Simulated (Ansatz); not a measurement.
**CHAlO (singlet): the correlation ladder, cc-pVDZ**

The task here is to estimate one member of a computed series from the others.

Method: cc-pVDZ, core rule «outside noble gas», up to 7 orbitals frozen; program: Ansatz 0.2.0, Gaussian basis.

Plan: UHF; CCSD(T) on RHF; CCSD(T) on UHF; BCCD(T) on RHF; CISD; CCSDT(Q) on RHF; CCSDT(Q) on UHF; CASSCF and MRCISD+Q, 8 electrons in 8 orbitals; CASSCF and NEVPT2, 8 electrons in 8 orbitals.

24 further runs of the same task are left out: 5 that didn't finish, 19 set aside as unsound or not needed. Runs told in other sessions of the task aren't counted.

**The geometry**

The geometry is a PBE0/def2-TZVP stationary point (not a proven minimum) of the parent state, kept for this charge and spin.

4 atoms, charge 0, spin multiplicity 1.

Atoms are counted from 1 here; the program's logs count them from 0.

Bond lengths: Al1–C2 1.933 Å, C2–O3 1.306 Å, O3–H4 0.968 Å. Angles: Al1–C2–O3 167.9°, C2–O3–H4 112.4°.

Set-up of the first run:

in.yaml reads:

```yaml
crystal:
  periodic: [false, false, false]
  atoms:
    - {symbol: Al, position_ang: [0.000001, -0.162615, 2.220099]}
    - {symbol: C, position_ang: [-0.000032, -0.075678, 0.288964]}
    - {symbol: O, position_ang: [0.000003, -0.291771, -0.998684]}
    - {symbol: H, position_ang: [0.000028, 0.530064, -1.510380]}
basis:
  gaussian: {orbitals: cc-pVDZ}
magnetization: {spin_polarized: true, initial_magnetization: 0}
hamiltonian: {xc: hf}
output: {orbitals: {seedname: orbitals}}
```

The run is started by

```bash
ansatz run in.yaml --threads 1 --pin off --events-out ev --progress --plain --max-ram 2393MiB
```

Steps of the session up to this table: UHF; CCSD(T) on RHF; CCSD(T) on UHF; BCCD(T) on RHF; CISD; CCSDT(Q) on RHF; CCSDT(Q) on UHF; CASSCF and MRCISD+Q, 8 electrons in 8 orbitals; CASSCF and NEVPT2, 8 electrons in 8 orbitals.

One of the session's tables, all rows but one given; the rest of the session is left out.

| method | from RCCSDT(Q) (kJ/mol) |
| --- | --- |
| RHF | +1031.0 |
| UHF | +969.2 |
| RMP2 | +128.0 |
| UMP2 | +121.1 |
| CISD | ? |
| RCCSD | +42.9 |
| UCCSD | +26.9 |
| RCCSD(T) | +7.7 |
| UCCSD(T) | -5.1 |
| BCCD(T) | +7.5 |
| RCCSDT | +4.1 |
| UCCSDT | -19.2 |
| RCCSDT(Q) | 0 |
| UCCSDT(Q) | -28.7 |

**Question.** Estimate the row for CISD.

**Answer.** from RCCSDT(Q) (kJ/mol): +154.3. In the column «from RCCSDT(Q) (kJ/mol)» it lies between RMP2 (+128.0) and UHF (+969.2).

Not comparable, so not listed: CASSCF and NEVPT2, 8 electrons in 8 orbitals (they don't share determinant, frozen orbitals or solution with the rows shown, or repeat one).

Limits of these values: The determinant of CCSD(T) (⟨S²⟩ 1.00) is far from a pure spin state, so its energy mixes those of several spin states; high orders of coupled cluster remove much of that, low ones don't. The determinant of CCSDT(Q) (⟨S²⟩ 1.00) is far from a pure spin state, so its energy mixes those of several spin states; high orders of coupled cluster remove much of that, low ones don't. Left out of the table: CASSCF frontier, MRCISD frontier, MRCISD+Q frontier (the active space lost an orbital or holds another state than full CI finds). The program flags UCCSD(T), UCCSDT(Q) as in doubt, so read those rows with care; the flags are large difference. Warnings: restricted reference is unstable; spin contamination; large T1 diagnostic. Restricted and unrestricted rows rest on different reference determinants; a gap between their highest levels can come from leftover correlation error, from unlike frozen cores or from another state. Warnings in the runs' records: passed over end.
